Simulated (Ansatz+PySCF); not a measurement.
doublet ClO₂: levels of theory in one basis

```xyz
3

Cl    0.0000    0.1376   -1.7237
O     0.0000   -0.5041    0.4531
O     0.0000    0.3665    1.2706
```

Basis set: cc-pVTZ on O; cc-pV(T+d)Z on Cl (spherical functions). Correlated methods keep 7 orbitals frozen. Correlation on ROHF uses semicanonical orbitals with singles. Charge 0, multiplicity 2.

Computed with Ansatz (development build ahead of 0.2.0); each method stands on the lowest determinant of its kind that the runs found.

| method | E − E(ROHF) (eV) | <S²> of the determinant |
| --- | --- | --- |
| ROHF | 0.00 | 0.75 |
| UHF | -2.49 | 1.72 |
| ROHF-MP2 | -17.62 | – |
| UHF-MP2 | -18.84 | 1.72 |
| UHF-CCSD(T) | -20.30 | 1.72 |

(1) What does UHF-CCSD give on the same scale?

(2) Is a single determinant a sound starting point here?

Results:

(1) -19.59 eV.

(2) It is doubtful. Unrestricted orbitals lower Hartree–Fock by 2.49 eV and <S²> is 1.72 where a pure state has 0.75, a sign of strong static correlation.

Caution for ROHF, ROHF-MP2: an unrestricted determinant lies well below. Caution for UHF, UHF-MP2, UHF-CCSD, UHF-CCSD(T): the unrestricted determinant is a mixture of spin states. Caution for ROHF-MP2, UHF-MP2: forces differ strongly between restricted and unrestricted references. Caution for ROHF-MP2: a plain start can end on a higher determinant; another reference gives a lower total.
